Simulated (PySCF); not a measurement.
## Oxygen: a sound run and one with changed settings

Sound run: O [He] 2s2 2p4, O⁺ [He] 2s2 2p3. Computed with PySCF 2.14 in x2c-SVPall (3s2p1d, 14 functions), with scalar relativity by spin-free X2C-1e. The sound run starts from symmetry-adapted Hartree-Fock orbitals and uses a fine grid where one is needed.

A second run was set up differently.

```tsv
species	method	sound run (hartree)	changed run (hartree)	converged
O	UHF	-74.77172	-74.77172	yes
O	B3LYP	-75.05340	-75.05818	yes
O	r2SCAN	-75.01594	-75.01918	yes
O⁺	UHF	-74.32809	-74.32809	yes
O⁺	B3LYP	-74.53858	-74.54556	yes
O⁺	r2SCAN	-74.51457	-74.52634	yes
```

Ionisation energy of O:

| method | sound run (eV) | changed run (eV) |
| --- | --- | --- |
| UHF | 12.072 | 12.072 |
| B3LYP | 14.009 | 13.949 |
| r2SCAN | 13.643 | 13.411 |

(1) What was changed?
A. minimal basis
B. all electrons correlated in a valence basis
C. a valence shell is frozen
D. radial grid too coarse

## Answers

(1) D. It used radial step 0.5 in ln r (0.13 in the sound run). A coarse radial grid mis-integrates the density and the exchange-correlation energy, with errors of either sign; Hartree-Fock needs no grid.
